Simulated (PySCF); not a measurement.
Species: C4H5Cl.
Atom-mapped SMILES: `[CH:1]#[C:2][CH2:3][CH2:4][Cl:5]` (hydrogens: H6 on C1; H7, H8 on C3; H9, H10 on C4)

The geometry is computed with GFN2-xTB (gas phase).

(1) List the bond lengths, angles and torsions at this level.

Answers

(1) 
```json
{"bond": "C1≡C2", "length (Å)": "1.196"}
{"bond": "C2–C3", "length (Å)": "1.450"}
{"bond": "C3–C4", "length (Å)": "1.525"}
{"bond": "C4–Cl5", "length (Å)": "1.786"}
{"bond": "C1–H6", "length (Å)": "1.049"}
{"bond": "C3–H7, C3–H8", "length (Å)": "1.093"}
{"bond": "C4–H9, C4–H10", "length (Å)": "1.090"}
```

Bonds in one row agree within 0.01 Å and their mean is given. A selection of angles:
```json
{"angle": "C2–C1–H6", "degrees": "179.0"}
{"angle": "C1–C2–C3", "degrees": "179.0"}
{"angle": "C2–C3–C4", "degrees": "110.1"}
{"angle": "C2–C3–H7", "degrees": "109.4"}
{"angle": "C4–C3–H7", "degrees": "109.9"}
{"angle": "H7–C3–H8", "degrees": "108.2"}
{"angle": "C3–C4–Cl5", "degrees": "110.3"}
{"angle": "C3–C4–H9", "degrees": "111.1"}
{"angle": "Cl5–C4–H9", "degrees": "107.1"}
{"angle": "H9–C4–H10", "degrees": "109.7"}
```

Dihedral angles: C2–C3–C4–Cl5 180° (antiperiplanar).

The 5 heavy atoms lie in one plane (0.001 Å rms). The C–C distances run from 1.196 Å (C1≡C2, drawn triple) to 1.525 Å (C3–C4, drawn single), a spread of 0.329 Å.

Point group: Cs (tolerance 0.08 Å). Not checked by GFN2-xTB frequencies. The numbers are those of one conformer.
